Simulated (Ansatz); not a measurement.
Gas-phase reaction in SMILES: COC[SiH2][SiH3] [methoxymethyl(silyl)silane] + 4 [H][H] (H2) → 2 C (CH4) + O (H2O) + 2 [SiH4] (SiH4)

Wanted: energy of full hydrogenation (electronic), in kcal/mol. Set-up: no spin-orbit coupling; frozen cores in correlated levels; non-relativistic; no dispersion term unless named. CBS marks a two-point X^-3 extrapolation of the correlation energy; Hartree-Fock from the larger set. First-principles rows: single points at B3LYP-D3(BJ) geometries (Ansatz, a program for electronic structure).

| species | coefficient | E at HF/STO-3G (Ansatz), Eh | E at PBE0/def2-TZVPD (Ansatz), Eh |
|---|---|---|---|
| COC[SiH2][SiH3] | -1 | -725.69493 | -736.05772 |
| [H][H] (H2) | -4 | -1.11653 | -1.16825 |
| C (CH4) | +2 | -39.72674 | -40.47422 |
| O (H2O) | +1 | -74.96339 | -76.38086 |
| [SiH4] (SiH4) | +2 | -287.91011 | -291.75614 |

Coupled cluster (Ansatz) is a level with limits of its own, used here on species with T1 under 0.025 (0.045 for open shells) and stable references: CCSD(T)/CBS(cc-pV(T+d)Z,cc-pV(Q+d)Z). Value to compare with, CCSD(T)/CBS(cc-pV(T+d)Z,cc-pV(Q+d)Z) (Ansatz): -68.2 kcal/mol. 1 Eh = 627.5095 kcal/mol.

Question: Work the quantity out at each level, and compare with CCSD(T)/CBS(cc-pV(T+d)Z,cc-pV(Q+d)Z) (Ansatz).

Answer: 
- HF/STO-3G: the sum of coefficient times E is -0.07604 Eh, or -47.72 kcal/mol. Result: -47.7 kcal/mol. Its difference against CCSD(T)/CBS(cc-pV(T+d)Z,cc-pV(Q+d)Z) (Ansatz) is 20.5 kcal/mol.
- PBE0/def2-TZVPD: the sum of coefficient times E is -0.11086 Eh, or -69.57 kcal/mol. Result: -69.6 kcal/mol. Its difference against CCSD(T)/CBS(cc-pV(T+d)Z,cc-pV(Q+d)Z) (Ansatz) is -1.4 kcal/mol.
